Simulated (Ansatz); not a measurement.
The input, for Ansatz 0.2.0:

```yaml
crystal:
  periodic: [false, false, false]
  atoms:
    - {symbol: Ga, position_ang: [0.000000, 0.000000, 0.000000]}
    - {symbol: Br, position_ang: [0.000000, 0.000000, 2.532600]}
basis:
  gaussian: {orbitals: cc-pVDZ}
total_charge: 1
magnetization: {spin_polarized: false, initial_magnetization: 5}
correlation: {method: ccsdt_q, electrons: outside_noble_gas}
```

```sh
$ ansatz run in.yaml --threads 1 --pin off --events-out ev --progress --plain --max-ram 2393MiB
```

Problem. Roughly how long does this take on 1 thread of AMD EPYC 7B13, shared host, and how much host memory?

Solution. 20 s wall and 0.22 GiB.

```
1040 factors; integrals over basis functions are off by at most 1.8e-7 eV
mean field evaluation 1: about -122313.0612 eV, gradient 1.3e1 eV
mean field evaluation 2: about -122313.1445 eV, gradient 1.3e1 eV
mean field evaluation 4: about -122315.1757 eV, gradient 1.3e0 eV
mean field evaluation 8: about -122315.2053 eV, gradient 5.7e-5 eV
mean field evaluation 16: about -122315.0849 eV, gradient 1.3e0 eV
mean field evaluation 32: about -122314.4130 eV, gradient 5.8e-1 eV
mean field evaluation 64: about -122314.3716 eV, gradient 3.2e0 eV
mean field evaluation 96: about -122315.2053 eV, gradient 1.2e-6 eV
mean field evaluation 128: about -122313.1695 eV, gradient 6.8e-2 eV
mean field evaluation 160: about -122313.2506 eV, gradient 9.8e0 eV
...
mean field -122315.20534369 eV, -4495.0008881566 hartree, gradient 1.2e-6 eV, S^2 8.750000; 14 other end points of the search recorded, 0 dependent functions left out
...
determinant -122315.20534369 eV, -4495.0008881566 hartree, with singles and doubles -122318.19420873 eV, -4495.1107269211 hartree
determinant -122314.33645900 eV, -4494.9689572333 hartree, with singles and doubles -122317.27087637 eV, -4495.0767950827 hartree
determinant -122313.77961245 eV, -4494.9484935000 hartree, with singles and doubles -122316.83306858 eV, -4495.0607059431 hartree
determinant -122313.16980758 eV, -4494.9260835844 hartree, with singles and doubles -122316.12482828 eV, -4495.0346785922 hartree
determinant -122313.01914483 eV, -4494.9205468306 hartree, with singles and doubles -122315.97535202 eV, -4495.0291854410 hartree
28 core orbitals not correlated, not the lowest: weight in the atoms' cores, before any rotation towards them, 0.966 or more for the frozen orbitals, at most 0.032 for the correlated occupied ones
reference -122315.20534369 eV, -4495.0008881566 hartree; 7, 2 occupied and 19, 24 virtual orbitals, 1040 factors
second order -2.38832810 eV of doubles, -0.07520635 eV of singles
...
cycle   6  -3.04371145 eV  change   -3.5e-3 eV  update   3.1e-3
cycle   7  -3.04569863 eV  change   -2.0e-3 eV  update   1.6e-3
cycle   8  -3.04562626 eV  change    7.2e-5 eV  update   5.4e-4
cycle   9  -3.04563734 eV  change   -1.1e-5 eV  update   1.8e-4
cycle  10  -3.04571044 eV  change   -7.3e-5 eV  update   6.1e-5
cycle  11  -3.04573852 eV  change   -2.8e-5 eV  update   2.5e-5
cycle  12  -3.04572530 eV  change    1.3e-5 eV  update   7.7e-6
cycle  13  -3.04571783 eV  change    7.5e-6 eV  update   3.0e-6
cycle  14  -3.04571589 eV  change    1.9e-6 eV  update   1.2e-6
cycle  15  -3.04571594 eV  change   -4.9e-8 eV  update   4.3e-7
perturbative correction -0.00337309 eV, -0.0001239589 hartree
Total energy: -122318.25443272 eV, -4495.1129401118 hartree
```
